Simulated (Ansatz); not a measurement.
Geometry optimisation, RKS BLYP-D4/6-31G* (Ansatz 0.2.0).

Input:

```yaml
crystal:
  periodic: [false, false, false]
  atoms:
    - { symbol: C, position_ang: [-0.7757, -0.7881, 1.3638] }
    - { symbol: C, position_ang: [-0.0674, -0.0952, 0.2275] }
    - { symbol: C, position_ang: [1.3674, -0.4296, 0.1785] }
    - { symbol: C, position_ang: [-0.5977, 0.7433, -0.6437] }
    - { symbol: "N", position_ang: [-0.1029, 1.3582, -1.73] }
    - { symbol: F, position_ang: [-1.995, 0.9739, -0.474] }
    - { symbol: H, position_ang: [-0.3802, -0.4365, 2.3215] }
    - { symbol: H, position_ang: [-0.7161, -1.8161, 1.266] }
    - { symbol: H, position_ang: [-1.8826, -0.4632, 1.396] }
    - { symbol: H, position_ang: [1.9525, 0.1119, -0.5584] }
    - { symbol: H, position_ang: [1.5241, -1.5019, 0.03] }
    - { symbol: H, position_ang: [1.8869, -0.1764, 1.1685] }
    - { symbol: H, position_ang: [0.6148, 0.8721, -2.1362] }
    - { symbol: H, position_ang: [-0.841, 1.6183, -2.3805] }
basis:
  gaussian: { orbitals: "6-31G*" }
hamiltonian:
  xc: blyp
  dispersion: d4
relax:
  f_tol: 0.015
  max_steps: 40
```

Command:

```bash
$ ansatz run input.yaml --threads 2 --pin off --max-ram 3072MiB --backend cpu --events-out ev --progress --plain --runs-dir out
```

Task: Where does it end, and by what steps?

Result: The run converged. After 15 steps the energy has fallen by 0.573 eV; H13 moved furthest, 0.57 Å.

```json
{"step": "0", "energy less start (eV)": "0.0000", "largest force component (eV/Å)": "3.670", "accepted": "yes"}
{"step": "1", "energy less start (eV)": "-0.4688", "largest force component (eV/Å)": "1.703", "accepted": "yes"}
{"step": "2", "energy less start (eV)": "-0.5446", "largest force component (eV/Å)": "0.607", "accepted": "yes"}
{"step": "3", "energy less start (eV)": "-0.5532", "largest force component (eV/Å)": "0.256", "accepted": "yes"}
{"step": "4", "energy less start (eV)": "-0.5584", "largest force component (eV/Å)": "0.070", "accepted": "yes"}
{"step": "5", "energy less start (eV)": "-0.5596", "largest force component (eV/Å)": "0.057", "accepted": "yes"}
{"step": "6", "energy less start (eV)": "-0.5616", "largest force component (eV/Å)": "0.085", "accepted": "yes"}
{"step": "7", "energy less start (eV)": "-0.5630", "largest force component (eV/Å)": "0.061", "accepted": "yes"}
{"step": "8", "energy less start (eV)": "-0.5643", "largest force component (eV/Å)": "0.128", "accepted": "yes"}
{"step": "9", "energy less start (eV)": "-0.5669", "largest force component (eV/Å)": "0.108", "accepted": "yes"}
{"step": "10", "energy less start (eV)": "-0.5703", "largest force component (eV/Å)": "0.132", "accepted": "yes"}
{"step": "11", "energy less start (eV)": "-0.5685", "largest force component (eV/Å)": "0.237", "accepted": "no"}
{"step": "12", "energy less start (eV)": "-0.5714", "largest force component (eV/Å)": "0.151", "accepted": "yes"}
{"step": "13", "energy less start (eV)": "-0.5728", "largest force component (eV/Å)": "0.048", "accepted": "yes"}
{"step": "14", "energy less start (eV)": "-0.5731", "largest force component (eV/Å)": "0.023", "accepted": "yes"}
{"step": "15", "energy less start (eV)": "-0.5732", "largest force component (eV/Å)": "0.003", "accepted": "yes"}
```

```xyz
14
Properties=species:S:1:pos:R:3
C -0.832 -0.764 1.396
C -0.084 -0.146 0.234
C 1.392 -0.471 0.121
C -0.699 0.690 -0.630
N -0.163 1.502 -1.642
F -2.051 0.914 -0.537
H -0.381 -0.472 2.365
H -0.792 -1.869 1.353
H -1.888 -0.461 1.410
H 1.821 -0.221 -0.865
H 1.561 -1.552 0.279
H 1.996 0.057 0.885
H 0.821 1.305 -1.833
H -0.713 1.460 -2.508
```

Whether the end is a true minimum wasn't checked by a vibrational analysis.

Run time: 40 s on 2 threads of Intel(R) Xeon(R) Platinum 8375C CPU @ 2.90GHz (Ice Lake) (shared host), peak memory 0.17 GiB.
